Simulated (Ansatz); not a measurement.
Cs2SnI6 (Fm-3m, No. 225)

Level of theory: LDA (PAW; Ansatz, a quantum-chemistry and plane-wave program).

Numerical settings: plane-wave cutoff 500 eV, 6×6×6 k mesh, Fermi–Dirac smearing 0.05 eV, scalar-relativistic PAW data made under PBE.

Cell: relaxed at this level.

```yaml
volume_per_atom: 39.89 Å³/atom
lattice_constant_a: 11.282 Å
band_gap: none
```

Note: the volume lies 9 % below that of the published cell.

Spin–orbit coupling is not included.

The computed numbers hold no vibrational or temperature effects.
